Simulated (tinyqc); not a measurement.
Inside a calculation. Method: MP2 on RHF in the sto-3g basis, frozen core, for HF, spin multiplicity 1. Computed by tinyqc, a small Python program that keeps every step (integrals from PySCF). Settings: charge = 0, multiplicity = 1, basis = sto-3g, method = RHF, frozen orbitals = 1, energy threshold = 1e-10, iteration cap = 57, orthogonalisation = symmetric, start = core, DIIS depth = 6. Command: `OMP_NUM_THREADS=1 python tinyqc.py 20269 20270 out.jsonl` (the two numbers bound the seeds that draw the settings). One thread of a shared host (Intel(R) Xeon(R) Processor @ 2.60GHz), about 0.1 s of CPU time with the checks. The early iterations of the SCF are left out here.

## One-electron integrals

Geometry (angstrom):
```
atom         x         y         z
F     0.000000  0.000000  0.000000
H     0.000000  0.000000  1.093000
```

Basis sto-3g: exponents (1/bohr^2) and contraction coefficients of normalised primitives:
```
element  l (shell)    exponent  coefficient
F            s (1)  166.679130     0.154329
F            s (1)   30.360812     0.535328
F            s (1)    8.216821     0.444635
F            s (2)    6.464803    -0.099967
F            s (2)    1.502281     0.399513
F            s (2)    0.488588     0.700115
F            p (3)    6.464803     0.155916
F            p (3)    1.502281     0.607684
F            p (3)    0.488588     0.391957
H            s (1)    3.425251     0.154329
H            s (1)    0.623914     0.535328
H            s (1)    0.168855     0.444635
```

Overlap, kinetic and nuclear-attraction integrals over the contracted functions; the nuclear repulsion is the sum of Za Zb / Rab.

nuclear repulsion = 4.35736038 hartree

overlap S, order 1F 1s, 1F 2s, 1F 2px, 1F 2py, 1F 2pz, 2H 1s:
$$\begin{pmatrix}
1.000000 & 0.237990 & 0.000000 & 0.000000 & 0.000000 & 0.032457 \\
0.237990 & 1.000000 & 0.000000 & 0.000000 & 0.000000 & 0.339945 \\
0.000000 & 0.000000 & 1.000000 & 0.000000 & 0.000000 & 0.000000 \\
0.000000 & 0.000000 & 0.000000 & 1.000000 & 0.000000 & 0.000000 \\
0.000000 & 0.000000 & 0.000000 & 0.000000 & 1.000000 & 0.285281 \\
0.032457 & 0.339945 & 0.000000 & 0.000000 & 0.285281 & 1.000000
\end{pmatrix}$$

kinetic energy T (hartree), order 1F 1s, 1F 2s, 1F 2px, 1F 2py, 1F 2pz, 2H 1s:
$$\begin{pmatrix}
36.984577 & -0.212858 & 0.000000 & 0.000000 & 0.000000 & -0.007300 \\
-0.212858 & 1.037995 & 0.000000 & 0.000000 & 0.000000 & 0.053310 \\
0.000000 & 0.000000 & 3.248015 & 0.000000 & 0.000000 & 0.000000 \\
0.000000 & 0.000000 & 0.000000 & 3.248015 & 0.000000 & 0.000000 \\
0.000000 & 0.000000 & 0.000000 & 0.000000 & 3.248015 & 0.155479 \\
-0.007300 & 0.053310 & 0.000000 & 0.000000 & 0.155479 & 0.760032
\end{pmatrix}$$

nuclear attraction V (hartree), order 1F 1s, 1F 2s, 1F 2px, 1F 2py, 1F 2pz, 2H 1s:
$$\begin{pmatrix}
-77.493731 & -9.292032 & 0.000000 & 0.000000 & -0.010598 & -1.299960 \\
-9.292032 & -12.024417 & 0.000000 & 0.000000 & -0.130750 & -3.015931 \\
0.000000 & 0.000000 & -11.906771 & 0.000000 & 0.000000 & 0.000000 \\
0.000000 & 0.000000 & 0.000000 & -11.906771 & 0.000000 & 0.000000 \\
-0.010598 & -0.130750 & 0.000000 & 0.000000 & -11.981681 & -2.206551 \\
-1.299960 & -3.015931 & 0.000000 & 0.000000 & -2.206551 & -5.491112
\end{pmatrix}$$

core Hamiltonian H = T + V (hartree), order 1F 1s, 1F 2s, 1F 2px, 1F 2py, 1F 2pz, 2H 1s:
$$\begin{pmatrix}
-40.509154 & -9.504889 & 0.000000 & 0.000000 & -0.010598 & -1.307260 \\
-9.504889 & -10.986422 & 0.000000 & 0.000000 & -0.130750 & -2.962622 \\
0.000000 & 0.000000 & -8.658756 & 0.000000 & 0.000000 & 0.000000 \\
0.000000 & 0.000000 & 0.000000 & -8.658756 & 0.000000 & 0.000000 \\
-0.010598 & -0.130750 & 0.000000 & 0.000000 & -8.733666 & -2.051072 \\
-1.307260 & -2.962622 & 0.000000 & 0.000000 & -2.051072 & -4.731080
\end{pmatrix}$$

## Two-electron integrals

Functions are numbered as in S; the eight-fold symmetry (ij|kl) = (ji|kl) = (kl|ij) leaves the list below.

Two-electron integrals (ij|kl) in chemists' order, unique and non-zero (hartree):
```
(11|11) 5.403501   (21|11) 0.841920   (21|21) 0.156299   (22|11) 1.268028
(22|21) 0.292344   (22|22) 0.926167   (31|31) 0.027998   (32|31) 0.043169
(32|32) 0.204588   (33|11) 1.264502   (33|21) 0.292403   (33|22) 0.925959
(33|33) 0.997514   (41|41) 0.027998   (42|41) 0.043169   (42|42) 0.204588
(43|43) 0.053770   (44|11) 1.264502   (44|21) 0.292403   (44|22) 0.925959
(44|33) 0.889973   (44|44) 0.997514   (51|51) 0.027998   (52|51) 0.043169
(52|52) 0.204588   (53|53) 0.053770   (54|54) 0.053770   (55|11) 1.264502
(55|21) 0.292403   (55|22) 0.925959   (55|33) 0.889973   (55|44) 0.889973
(55|55) 0.997514   (61|11) 0.116336   (61|21) 0.021424   (61|22) 0.039847
(61|33) 0.039785   (61|44) 0.039785   (61|51) 0.000876   (61|52) 0.001647
(61|55) 0.039977   (61|61) 0.002967   (62|11) 0.304829   (62|21) 0.071266
(62|22) 0.253099   (62|33) 0.249336   (62|44) 0.249336   (62|51) 0.004862
(62|52) 0.038478   (62|55) 0.260375   (62|61) 0.009919   (62|62) 0.086282
(63|31) 0.007337   (63|32) 0.043941   (63|53) 0.008030   (63|63) 0.012584
(64|41) 0.007337   (64|42) 0.043941   (64|54) 0.008030   (64|64) 0.012584
(65|11) 0.211745   (65|21) 0.050125   (65|22) 0.190545   (65|33) 0.182486
(65|44) 0.182486   (65|51) 0.010321   (65|52) 0.071299   (65|55) 0.206445
(65|61) 0.007259   (65|62) 0.079722   (65|65) 0.085710   (66|11) 0.473532
(66|21) 0.112512   (66|22) 0.461550   (66|33) 0.446232   (66|44) 0.446232
(66|51) 0.009288   (66|52) 0.104401   (66|55) 0.491689   (66|61) 0.015746
(66|62) 0.205217   (66|65) 0.220580   (66|66) 0.774606
```

## Orthogonalisation

S = U s U^T; symmetric (Loewdin) form X = U s^(-1/2) U^T, so that X^T S X = 1.

eigenvalues of S: [0.527954, 0.846996, 1.000000, 1.000000, 1.128543, 1.496507]

X, order 1F 1s, 1F 2s, 1F 2px, 1F 2py, 1F 2pz, 2H 1s:
$$\begin{pmatrix}
1.022889 & -0.129198 & 0.000000 & 0.000000 & -0.004726 & 0.017847 \\
-0.129198 & 1.075523 & 0.000000 & 0.000000 & 0.043719 & -0.199008 \\
0.000000 & 0.000000 & 1.000000 & 0.000000 & 0.000000 & 0.000000 \\
0.000000 & 0.000000 & 0.000000 & 1.000000 & 0.000000 & 0.000000 \\
-0.004726 & 0.043719 & 0.000000 & 0.000000 & 1.035823 & -0.163698 \\
0.017847 & -0.199008 & 0.000000 & 0.000000 & -0.163698 & 1.087382
\end{pmatrix}$$

## Iteration 7 (converged): orbitals

converged F (hartree), order 1F 1s, 1F 2s, 1F 2px, 1F 2py, 1F 2pz, 2H 1s:
$$\begin{pmatrix}
-25.906372 & -6.624113 & 0.000000 & 0.000000 & -0.018813 & -0.920331 \\
-6.624113 & -3.025822 & 0.000000 & 0.000000 & -0.048901 & -0.840711 \\
0.000000 & 0.000000 & -0.462030 & 0.000000 & 0.000000 & 0.000000 \\
0.000000 & 0.000000 & 0.000000 & -0.462030 & 0.000000 & 0.000000 \\
-0.018813 & -0.048901 & 0.000000 & 0.000000 & -0.268382 & -0.494835 \\
-0.920331 & -0.840711 & 0.000000 & 0.000000 & -0.494835 & -0.397315
\end{pmatrix}$$

Diagonalise F' = X^T F X, C = X C', fill 5 alpha and 5 beta electrons from the bottom; D = 2 C_occ C_occ^T. Each column has its largest component positive (the first on a tie).

F' = X^T F X (hartree):
$$\begin{pmatrix}
-25.435199 & -3.401899 & 0.000000 & 0.000000 & -0.042629 & -0.091756 \\
-3.401899 & -1.791098 & 0.000000 & 0.000000 & 0.076390 & -0.417161 \\
0.000000 & 0.000000 & -0.462030 & 0.000000 & 0.000000 & 0.000000 \\
0.000000 & 0.000000 & 0.000000 & -0.462030 & 0.000000 & 0.000000 \\
-0.042629 & 0.076390 & 0.000000 & 0.000000 & -0.128051 & -0.487136 \\
-0.091756 & -0.417161 & 0.000000 & 0.000000 & -0.487136 & -0.056787
\end{pmatrix}$$

orbital energies (hartree): MO1 -25.915834, MO2 -1.431067, MO3 -0.530685, MO4 -0.462030, MO5 -0.462030, MO6 0.466451

coefficients C, order 1F 1s, 1F 2s, 1F 2px, 1F 2py, 1F 2pz, 2H 1s:
$$\begin{pmatrix}
0.994882 & -0.255117 & 0.063842 & 0.000000 & 0.000000 & 0.066213 \\
0.021252 & 0.976503 & -0.330468 & 0.000000 & 0.000000 & -0.389536 \\
0.000000 & 0.000000 & 0.000000 & -0.070683 & 0.997499 & 0.000000 \\
0.000000 & 0.000000 & 0.000000 & 0.997499 & 0.070683 & 0.000000 \\
0.001861 & 0.046087 & 0.688650 & 0.000000 & 0.000000 & -0.790755 \\
-0.004053 & 0.122807 & 0.569513 & 0.000000 & 0.000000 & 0.953769
\end{pmatrix}$$

D after iteration 7, order 1F 1s, 1F 2s, 1F 2px, 1F 2py, 1F 2pz, 2H 1s:
$$\begin{pmatrix}
2.117900 & -0.498154 & 0.000000 & 0.000000 & 0.068116 & 0.001992 \\
-0.498154 & 2.126438 & 0.000000 & 0.000000 & -0.365066 & -0.136742 \\
0.000000 & 0.000000 & 2.000000 & 0.000000 & 0.000000 & 0.000000 \\
0.000000 & 0.000000 & 0.000000 & 2.000000 & 0.000000 & 0.000000 \\
0.068116 & -0.365066 & 0.000000 & 0.000000 & 0.952734 & 0.795696 \\
0.001992 & -0.136742 & 0.000000 & 0.000000 & 0.795696 & 0.678886
\end{pmatrix}$$

Within a degenerate level the vectors are fixed only up to a rotation; this is one choice.

## Convergence

Stop when the energy changes by less than 1e-10 hartree and every element of the error matrix X^T (F D S - S D F) X is below 3e-06.

Course of the cycle:
```
iteration   E (hartree)     change  largest element of the error matrix
1          -97.86833932          -                             5.88e-01
2          -98.54848343  -6.80e-01                             9.21e-02
3          -98.55383148  -5.35e-03                             8.83e-03
4          -98.55390665  -7.52e-05                             1.20e-03
5          -98.55390752  -8.70e-07                             1.69e-05
6          -98.55390752  -1.98e-10                             1.11e-07
7          -98.55390752   7.11e-14                             5.62e-08
```

PySCF RHF in the same basis = -98.55390752 hartree

Converged in 7 iterations.

## Integrals over molecular orbitals

(pq|rs) = sum C_ip C_jq C_kr C_ls (ij|kl), one index at a time.

one-electron integrals over orbitals h = C^T H C (hartree):
$$\begin{pmatrix}
-40.491492 & 0.714777 & -0.169690 & 0.000000 & 0.000000 & -0.180653 \\
0.714777 & -9.130245 & 0.544071 & 0.000000 & 0.000000 & 0.968421 \\
-0.169690 & 0.544071 & -7.170372 & 0.000000 & 0.000000 & 2.084558 \\
0.000000 & 0.000000 & 0.000000 & -8.658756 & 0.000000 & 0.000000 \\
0.000000 & 0.000000 & 0.000000 & 0.000000 & -8.658756 & 0.000000 \\
-0.180653 & 0.968421 & 2.084558 & 0.000000 & 0.000000 & -6.068533
\end{pmatrix}$$

Two-electron integrals over orbitals (pq|rs), unique and non-zero (hartree); the lowest 1 orbital is frozen and left out:
```
(22|22) 0.863181    (32|22) -0.038254   (32|32) 0.147359    (33|22) 0.722813
(33|32) -0.028006   (33|33) 0.714965    (42|42) 0.185874    (43|42) -0.035025
(43|43) 0.040510    (44|22) 0.887561    (44|32) -0.073770   (44|33) 0.712913
(44|44) 0.997514    (52|52) 0.185874    (53|52) -0.035025   (53|53) 0.040510
(54|54) 0.053770    (55|22) 0.887561    (55|32) -0.073770   (55|33) 0.712913
(55|44) 0.889973    (55|55) 0.997514    (62|22) -0.106542   (62|32) -0.063946
(62|33) -0.027323   (62|44) -0.104545   (62|55) -0.104545   (62|62) 0.093047
(63|22) -0.205208   (63|32) 0.090096    (63|33) -0.106683   (63|44) -0.223680
(63|55) -0.223680   (63|62) 0.046679    (63|63) 0.207087    (64|42) -0.035029
(64|43) -0.019225   (64|64) 0.030173    (65|52) -0.035029   (65|53) -0.019225
(65|65) 0.030173    (66|22) 0.658796    (66|32) 0.057448    (66|33) 0.661741
(66|44) 0.637878    (66|55) 0.637878    (66|62) -0.060600   (66|63) -0.020689
(66|66) 0.695617
```

## Second-order Moller-Plesset energy

Hartree-Fock energy = -98.55390752 hartree

E2 = sum_ijab (ia|jb) [2 (ia|jb) - (ib|ja)] / (e_i + e_j - e_a - e_b) over occupied i, j and virtual a, b; the opposite-spin part is (ia|jb)^2 / denominator, the rest is same-spin, and SCS-MP2 scales them by 6/5 and 1/3.

Terms:
```
i  j  a  b   (ia|jb)   (ib|ja)  denominator       term
3  3  6  6  0.207087  0.207087    -1.994272  -0.021504
2  2  6  6  0.093047  0.093047    -3.795036  -0.002281
2  3  6  6  0.046679  0.046679    -2.894654  -0.000753
3  2  6  6  0.046679  0.046679    -2.894654  -0.000753
4  4  6  6  0.030173  0.030173    -1.856962  -0.000490
5  5  6  6  0.030173  0.030173    -1.856962  -0.000490
```

Pair energies (hartree; pair i-j sums ij and ji):
```
pair  opposite spin  same spin
2-2       -0.002281   0.000000
3-2       -0.001506   0.000000
3-3       -0.021504   0.000000
4-4       -0.000490   0.000000
5-5       -0.000490   0.000000
```

MP2 correlation energy = -0.02627141 hartree

SCS-MP2 correlation energy = -0.03152569 hartree

MP2 total energy = -98.58017893 hartree
